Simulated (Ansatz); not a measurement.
Input and output for CH₇BSi, SMILES `B[SiH2]C`.

```yaml
crystal:
  periodic: [false, false, false]
  atoms:
    - {symbol: B, position_ang: [-1.266257, 0.487832, -1.255517]}
    - {symbol: Si, position_ang: [0.254474, 0.617956, 0.051936]}
    - {symbol: C, position_ang: [0.736333, -0.977475, 0.912717]}
    - {symbol: H, position_ang: [-1.817209, -0.537632, -1.534784]}
    - {symbol: H, position_ang: [-1.653153, 1.478199, -1.805918]}
    - {symbol: H, position_ang: [-0.100313, 1.654177, 1.069775]}
    - {symbol: H, position_ang: [1.427521, 1.157040, -0.704697]}
    - {symbol: H, position_ang: [1.030887, -1.735898, 0.183670]}
    - {symbol: H, position_ang: [1.573246, -0.820637, 1.596596]}
    - {symbol: H, position_ang: [-0.102428, -1.374764, 1.489123]}
basis:
  gaussian: {orbitals: def2-SVP}
hamiltonian: {xc: {name: B97}}
```

```sh
$ ansatz run in.yaml --threads 2 --pin off --events-out ev --progress --plain --max-ram 4352MiB
```

It prints (some lines left out):

```
Functional definition: B97
914 factors; their error is unknown
mean field evaluation 1: about -9694.1454 eV, gradient 4.2e1 eV
mean field evaluation 2: about -9692.5898 eV, gradient 4.7e1 eV
mean field evaluation 4: about -9698.6753 eV, gradient 9.5e-1 eV
mean field evaluation 8: about -9698.6993 eV, gradient 1.5e-1 eV
mean field -9698.69934832 eV, -356.4206270364 hartree, gradient 2.7e-5 eV, S^2 0.000000; 0 other end points of the search recorded, 0 dependent functions left out
reference -9698.69937153 eV, -356.4206278892 hartree; 16, 16 occupied and 65, 65 virtual orbitals, 914 factors
Total energy: -9698.69937153 eV, -356.4206278892 hartree
```

It took 2.3 s on 2 threads of an Arm Neoverse V2 on a shared host, with 0.37 GiB of host memory at the peak.
